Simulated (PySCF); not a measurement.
Compound: C5H9N.
Cartesian coordinates in Å at the GFN2-xTB level; atoms count from 1:
```xyz
15
C5H9N angstrom
C     -1.1715    1.8156    1.2066
C     -0.8587    0.9697    0.4190
C     -0.3841   -0.1025   -0.4531
C     -1.4252   -1.2227   -0.5137
N      0.8948   -0.6554   -0.0221
C      1.9965    0.2824   -0.0801
H     -1.4787    2.5691    1.8697
H     -0.2318    0.3082   -1.4611
H     -1.0633   -2.0214   -1.1556
H     -2.3654   -0.8435   -0.9066
H     -1.6010   -1.6251    0.4820
H      0.8016   -1.0200    0.9222
H      1.8542    1.1738    0.5482
H      2.9046   -0.2285    0.2361
H      2.1235    0.6084   -1.1134
```

The closed-shell ground state was solved at several levels (PySCF, density fitting, gas phase, non-relativistic).

| level | basis functions | total energy (Eh) | HOMO (eV) | LUMO (eV) | gap (eV) | dipole (D) |
| --- | --- | --- | --- | --- | --- | --- |
| PBE0/pcSseg-1 | 147 | -250.2811 | -6.62 | 1.11 | 7.73 | 0.51 |
| CAM-B3LYP/def2-SVPD | 192 | -250.3062 | -8.10 | 1.34 | 9.44 | 0.49 |

Task: What might PBE0/def2-SVPD (192 basis functions) give for the same quantities?

Result: Total energy -250.1440 Eh, HOMO -6.68 eV, LUMO 0.67 eV, gap 7.35 eV, dipole 0.43 D.

Task: Over all these levels, which gives the widest orbital gap and which the narrowest?

Result: CAM-B3LYP/def2-SVPD (range-separated hybrid) has the widest, 9.44 eV, and PBE0/def2-SVPD (global hybrid, 25 % exact exchange) the narrowest, 7.35 eV. The two share the basis. From the narrowest to the widest the HOMO moves by -1.42 eV and the LUMO by +0.67 eV.

Task: How far do the dipole and the HOMO energy spread over the levels?

Result: The dipole runs from 0.43 to 0.51 D (mean 0.47 D) and the HOMO from -8.10 to -6.62 eV.

One conformer stands for the species.
